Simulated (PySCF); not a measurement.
**The first ionisation energy along the halogens**

All values are computed (PySCF 2.14, energy differences of UHF-based or UKS calculations, no spin-orbit coupling). Values in eV. The last column holds reference values (NIST; (s) semi-empirical, (t) theoretical, else measured). Unmarked ones compare directly (S terms, centres of terms, or small fine structure); those marked * lie between the lowest fine-structure levels and include a spin-orbit shift.

| element | configurations | UHF | MP2 (valence) | SCS-MP2 (valence) | CCSD (valence) | CCSD(T) (valence) | reference |
| --- | --- | --- | --- | --- | --- | --- | --- |
| F (cc-pVDZ, non-relativistic) | [He] 2s2 2p5 → [He] 2s2 2p4 | 15.640 | 16.785 | 16.744 | 16.704 | 16.707 | 17.427 |
| Cl (cc-pV(D+d)Z, non-relativistic) | [Ne] 3s2 3p5 → [Ne] 3s2 3p4 | 11.813 | 12.421 | 12.399 | 12.346 | 12.350 | 12.974 |
| Br (cc-pVDZ-PP with ECP10MDF, ECP) | [Ar] 3d10 4s2 4p5 → [Ar] 3d10 4s2 4p4 | 10.750 | 11.300 | 11.275 | 11.261 | 11.263 | 11.844 |
| I (cc-pVDZ-PP with ECP28MDF, ECP) | [Kr] 4d10 5s2 5p5 → [Kr] 4d10 5s2 5p4 | 9.591 | 10.061 | 10.041 | 10.034 | 10.035 | 10.519 |

```json
{"method": "UHF", "elements": "4", "mean error (eV)": "-1.243", "mean absolute error (eV)": "1.243", "largest error (eV)": "-1.787"}
{"method": "MP2 (valence)", "elements": "4", "mean error (eV)": "-0.549", "mean absolute error (eV)": "0.549", "largest error (eV)": "-0.642"}
{"method": "SCS-MP2 (valence)", "elements": "4", "mean error (eV)": "-0.576", "mean absolute error (eV)": "0.576", "largest error (eV)": "-0.683"}
{"method": "CCSD (valence)", "elements": "4", "mean error (eV)": "-0.605", "mean absolute error (eV)": "0.605", "largest error (eV)": "-0.723"}
{"method": "CCSD(T) (valence)", "elements": "4", "mean error (eV)": "-0.602", "mean absolute error (eV)": "0.602", "largest error (eV)": "-0.720"}
```

Errors include the incompleteness of the basis and the frozen core.

"Valence" correlates the outer s and p shells and, in groups 3 to 12 and the f block, the outer d or f shell, open or full, or the next shell where the ion has no valence electron left; the wider scheme adds the next inner shell.
